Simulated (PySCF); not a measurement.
## Gas-phase XPS of 1-chloro-1,1-difluoroethane, computed

Species: 1-chloro-1,1-difluoroethane, C₂H₃ClF₂.
Z-matrix (Å and degrees, PBE0-D3(BJ)/def2-SVP geometry), rows numbered from 1:
```
C 
C   1  1.5009
F   2  1.3385  1  110.87
F   2  1.3384  1  111.05  3  -118.99
Cl  2  1.7873  1  111.59  3   120.48
H   1  1.0971  2  109.83  3   -59.79
H   1  1.0969  2  110.00  3   179.66
H   1  1.0992  2  108.36  3    59.88
```

Computed with delta-SCF UKS SCAN, pcX-2 on the ionised atom, pcseg-1 elsewhere, spin-free X2C in PySCF 2.14.0. These are vertical core ionisation energies against the vacuum level, from separate self-consistent calculations with and without the core hole.

**Question.** Give the core binding energies atom by atom.

**Answer.** 
| atom(s) | environment | level | binding energy (eV) | 2p1/2 (eV) | above the level's lowest (eV) | count |
| --- | --- | --- | --- | --- | --- | --- |
| Cl5 | chlorine on a fluorinated carbon | Cl 1s | 2829.22 | – | 0.00 | 1 |
| F3/F4 | fluorine of a CF2 group | F 1s | 693.90 | – | 0.00 | 2 |
| C2 | CF2 carbon | C 1s | 297.40 | – | +5.41 | 1 |
| C1 | methyl carbon | C 1s | 291.99 | – | 0.00 | 1 |
| Cl5 | chlorine on a fluorinated carbon | Cl 2p3/2 | 206.65 | 208.30 | 0.00 | 1 |

The listed C 1s values span 5.41 eV, from C1 (bonded to C and 3 H) to C2 (bonded to 2 F, Cl and C).

**Question.** Which photon energy gives electrons from C 1s of C2 a kinetic energy of 200 eV, and what is their de Broglie wavelength?

**Answer.** hν = 297.40 + 200 = 497.40 eV, recoil neglected; λ = 12.264 Å/√(E/eV) = 0.87 Å.

**Question.** Express the binding energy of C 1s of C2 in atomic units and per mole.

**Answer.** 297.40 eV = 10.9292 Eh = 28695 kJ/mol.

Atoms equivalent by their bonding share one computed value, that of the first of them. The 2p values add to the ΔSCF energy of one spin-free hole a correction within the shell (spin–orbit coupling, ligand field). 2p1/2 minus 2p3/2 (ligand field included): Cl 1.65 eV. Geometry: PBE0-D3(BJ)/def2-SVP; no solvent, vibrations or thermal averaging.

On one thread, Arm Neoverse V1 (aarch64), no GPU, shared host, this took 21 s of wall time and 0.53 GiB of memory at its peak.
